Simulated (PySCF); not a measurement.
CH6AlN.
Numbering: `[CH3:1][NH:2][AlH2:3]` (hydrogens: H4, H5, H6 on C1; H7 on N2; H8, H9 on Al3)

Structure used (PBE0-D3(BJ)/def2-SVP), in Å, numbered top down from 1:
```xyz
9
CH6AlN angstrom
C     -1.2246   -0.3355    0.1439
N     -0.0712    0.2781   -0.4710
Al     1.6221    0.2779    0.0684
H     -1.6784   -1.1240   -0.4854
H     -2.0222    0.3940    0.3766
H     -0.9393   -0.8111    1.0955
H     -0.3118    0.7638   -1.3307
H      2.6726    1.0447   -0.8422
H      1.9665   -0.4823    1.4197
```

The closed-shell ground state was solved at several levels (PySCF, density fitting, gas phase, non-relativistic).

```
              level  basis functions  HOMO (eV)  LUMO (eV)  gap (eV)  dipole (D)
CAM-B3LYP/def2-SVPD              112      -8.28       0.26      8.54        1.10
       PBE/pcSseg-2              199      -5.63      -1.48      4.15        1.29
```

(1) Estimate the row for PBE0/pcSseg-1, a basis of 88 functions; the other rows only guide the guess.

(2) Over all these levels, which gives the widest orbital gap and which the narrowest?

(3) How far do the dipole and the HOMO energy spread over the levels?

Answers

(1) HOMO -6.84 eV, LUMO -0.66 eV, gap 6.18 eV, dipole 1.29 D.

(2) CAM-B3LYP/def2-SVPD (range-separated hybrid) has the widest, 8.54 eV, and PBE/pcSseg-2 (GGA) the narrowest, 4.15 eV. Functional and basis both differ between the two, so the spread mixes both effects.

(3) The dipole runs from 1.10 to 1.29 D (mean 1.22 D) and the HOMO from -8.28 to -5.63 eV.
